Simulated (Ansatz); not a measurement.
in.yaml

```yaml
crystal:
  periodic: [false, false, false]
  atoms:
    - {symbol: Ge, position_ang: [0.057597, 0.166929, 1.236448]}
    - {symbol: P, position_ang: [-0.107278, -0.782294, -0.723557]}
    - {symbol: Si, position_ang: [-0.030657, 0.431002, -2.399968]}
basis:
  gaussian: {orbitals: STO-3G}
magnetization: {spin_polarized: false, initial_magnetization: 1}
hamiltonian: {pseudopotentials: {relativity: none}}
correlation: {active_space: {ras: {orbitals: [6, 1, 5], electrons: 13, max_holes: 4, max_particles: 4}, fixed_orbitals: true}}
output: {forces: true}
```

```sh
$ ansatz run in.yaml --threads 1 --pin off --events-out ev --progress --plain --max-ram 2393MiB
```

Output:

```
364 factors; integrals over basis functions are off by at most 1.4e-5 eV
mean field evaluation 1: about -72764.8679 eV, gradient 1.4e1 eV
mean field evaluation 2: about -72764.8850 eV, gradient 1.4e1 eV
mean field evaluation 4: about -72766.0775 eV, gradient 1.9e0 eV
mean field evaluation 8: about -72766.2102 eV, gradient 1.3e-3 eV
mean field evaluation 16: about -72765.7972 eV, gradient 6.8e-3 eV
mean field evaluation 32: about -72760.9026 eV, gradient 1.7e1 eV
mean field evaluation 64: about -72765.9769 eV, gradient 1.2e0 eV
mean field evaluation 96: about -72765.7209 eV, gradient 3.1e0 eV
mean field evaluation 128: about -72766.2098 eV, gradient 3.8e-6 eV
mean field -72766.20980240 eV, -2674.1088875296 hartree, gradient 3.8e-6 eV, S^2 0.750000; 13 other end points of the search recorded, 0 dependent functions left out
reference -72766.20980240 eV, -2674.1088875296 hartree; 31, 30 occupied and 5, 6 virtual orbitals, 364 factors
state -72769.91262411 eV, -2674.2449637175 hartree
the calculation of the forces begins
Total energy: -72769.91262411 eV, -2674.2449637175 hartree
Atom 0 at     0.057597     0.166929     1.236448 Å, force    -0.004954     0.100222    -0.490258 eV/Å
Atom 1 at    -0.107278    -0.782294    -0.723557 Å, force     0.023313     0.467538    -0.839679 eV/Å
Atom 2 at    -0.030657     0.431002    -2.399968 Å, force    -0.018360    -0.567760     1.329937 eV/Å
Dipole moment:    -0.007167    -0.007483    -0.198389 e Å
```

Natural occupations: 1.9999 1.9869 1.9617 1.9376 1.9047 1.8691 0.9823 0.1561 0.0801 0.0699 0.0285 0.0232.

Forces (eV/Å):
```
Ge  -0.005  0.100 -0.490
P    0.023  0.468 -0.840
Si  -0.018 -0.568  1.330
```

Ran on 1 thread of Intel Xeon, shared host: 20 s wall, 0.2 GiB peak host memory.
